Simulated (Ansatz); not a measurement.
System: rutile SnO₂. Method: PBE-D4 (plane waves, PAW; Ansatz, a first-principles code).

Numerical settings: plane-wave cutoff 520 eV, 8×8×10 k mesh (along the axes of the cell as run), Fermi–Dirac smearing 0.01 eV, scalar-relativistic PAW data made under PBE.

Energies at three volumes about the minimum:

```json
[
 {"V (Å³/atom)": "12.091", "E − E_lowest (meV/atom)": "2.88"},
 {"V (Å³/atom)": "12.338", "E − E_lowest (meV/atom)": "0.00"},
 {"V (Å³/atom)": "12.585", "E − E_lowest (meV/atom)": "2.65"}
]
```

Q: Fit a parabola by hand: where is the minimum, and what is the bulk modulus?

A: Slopes: (0.00 − 2.88)/(12.338 − 12.091) = -11.660 and (2.65 − 0.00)/(12.585 − 12.338) = 10.729 meV/Å³. Curvature E″ = 2 × (10.729 − (-11.660))/(12.585 − 12.091) = 90.644 meV/Å⁶. From the middle of the first interval, the slope vanishes at V0 = 12.2145 − (-11.660)/90.644 = 12.343 Å³/atom. B = V0 E″ = 12.343 × 90.644 meV/Å³ × 0.1602 GPa per meV/Å³ = 179 GPa. The full Birch–Murnaghan fit to all volumes gives V0 = 12.338 Å³/atom and B0 = 179 GPa.

Shape and atoms are relaxed at each volume.

Measured, for comparison: bulk modulus 212 GPa (temperature not stated, no zero-point or thermal correction, from measured elastic constants; as tabulated in Toher et al. (2017), arXiv:1611.05714). Computed (rounded) less measured: bulk modulus -16 %.

Note: the bulk modulus comes from volumes at which shape and atoms were relaxed.
